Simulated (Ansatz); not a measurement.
# H3O2 (doublet): wave-function methods side by side at distance O1–H3 along a hydrogen transfer = 0.960 Å, cc-pVDZ

The task here is to estimate one member of a computed series from the others.

Computed with Ansatz 0.2.0, Gaussian basis. Level: cc-pVDZ, core rule «outside noble gas», up to 2 orbitals frozen.

Plan: UHF; CCSD(T) on ROHF; CCSD(T) on UHF; BCCD(T) on ROHF; CISD; CCSDT(Q) on ROHF; CCSDT(Q) on UHF; CASSCF and MRCISD+Q, 3 electrons in 3 orbitals; CASSCF and NEVPT2, 3 electrons in 3 orbitals; CASSCF and NEVPT2, 15 electrons in 11 orbitals.

7 further runs of the same task are left out: 1 for a mislabelled method, 6 that didn't finish.

## The system

The geometry derives from fragments relaxed apart (PBE0/def2-TZVP) and kept rigid, so it is no stationary point. A hydrogen atom is moved between rigid fragments.

5 atoms, charge 0, spin multiplicity 2.

Atoms are counted from 1 here; the program's logs count them from 0.

Bond lengths: O1–H2 0.960 Å, O1–H3 0.960 Å, O4–H5 0.973 Å. Angles: H2–O1–H3 105.1°.

Set-up of the first run:

The input, in.yaml:

```yaml
crystal:
  periodic: [false, false, false]
  atoms:
    - {symbol: O, position_ang: [-1.243171, 0.000385, 0.000000]}
    - {symbol: H, position_ang: [-1.492480, 0.926961, 0.000000]}
    - {symbol: H, position_ang: [-0.283642, 0.000385, 0.000000]}
    - {symbol: O, position_ang: [1.259829, 0.000385, 0.000000]}
    - {symbol: H, position_ang: [1.511688, -0.939565, 0.000000]}
basis:
  gaussian: {orbitals: cc-pVDZ}
magnetization: {spin_polarized: true, initial_magnetization: 1}
hamiltonian: {xc: hf}
output: {orbitals: {seedname: orbitals}}
```

On the command line:

```
ansatz run in.yaml --threads 1 --pin off --events-out ev --progress --plain --max-ram 2393MiB
```

Steps of the session up to this table: UHF; CCSD(T) on ROHF; CCSD(T) on UHF; BCCD(T) on ROHF; CISD; CCSDT(Q) on ROHF; CCSDT(Q) on UHF; CASSCF and MRCISD+Q, 3 electrons in 3 orbitals; CASSCF and NEVPT2, 3 electrons in 3 orbitals; CASSCF and NEVPT2, 15 electrons in 11 orbitals.

One of the session's tables, all rows but one given; the rest of the session is left out.

```
        method  from UCCSDT(Q) (meV)
          ROHF              +10592.8
           UHF              +10483.5
          RMP2                +817.1
          UMP2                +818.2
          CISD                +938.0
         RCCSD                +181.1
         UCCSD                +179.6
      RCCSD(T)                     ?
      UCCSD(T)                 +31.7
       BCCD(T)                 +32.2
        RCCSDT                 +21.3
        UCCSDT                 +20.6
     RCCSDT(Q)                  +1.0
     UCCSDT(Q)                     0
   CASSCF pair               +9966.4
   NEVPT2 pair                +744.7
CASSCF valence               +8490.1
NEVPT2 valence               +1269.3
```

Estimate the missing values for RCCSD(T).

As computed: from UCCSDT(Q) (meV): +32.4. In the column «from UCCSDT(Q) (meV)» it lies between BCCD(T) (+32.2) and UCCSD (+179.6).

Among the levels timed on like hardware and quicker than the yardstick, those that no quicker one beats, quickest first: NEVPT2 pair (0.96 s, +744.7 meV); BCCD(T) (2.9 s, +32.2 meV); UCCSD(T) (4.7 s, +31.7 meV).

Not comparable, so not listed: CASSCF and MRCISD+Q, 3 electrons in 3 orbitals (they don't share determinant, frozen orbitals or solution with the rows shown, or repeat one).

Caveats from the session: Of the multireference levels listed NEVPT2 pair comes nearest in total energy (+744.7 meV), which doesn't show that its space is the better one. Restricted and unrestricted rows rest on different reference determinants; where their highest levels disagree by more than a few hundredths of an eV, they describe different states and don't form one ladder. Warnings in the runs' records: passed over end.
